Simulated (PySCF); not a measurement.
Beryllium: a sound run and one with changed settings

Sound run: Be [He] 2s2, Be⁺ [He] 2s1. Computed with PySCF 2.14 in cc-pVDZ, with the non-relativistic Hamiltonian (point nucleus). In the sound run the correlated levels freeze 1s2. The sound run starts from symmetry-adapted Hartree-Fock orbitals and uses a fine grid where one is needed.

A second run was set up differently.

```tsv
species	method	sound run (hartree)	changed run (hartree)	converged
Be	MP2	-14.59795	-14.59867	yes
Be	CCSD(T)	-14.61684	-14.61741	yes
Be⁺	MP2	n/a	-14.27596	yes
Be⁺	CCSD(T)	n/a	-14.27602	yes
```

Ionisation energy of Be:

```tsv
method	sound run (eV)	changed run (eV)
UHF	8.079	8.079
MP2	8.776	8.781
SCS-MP2	8.915	8.921
CCSD	9.290	9.289
CCSD(T)	9.290	9.290
```

**Question.** What was changed?
A. a valence shell is frozen
B. basis contracted for another Hamiltonian
C. level shift left on
D. all electrons correlated in a valence basis

**Answer.** D. A valence basis has no tight correlating functions, so it recovers only part of the core correlation, and not evenly between atom and ion.
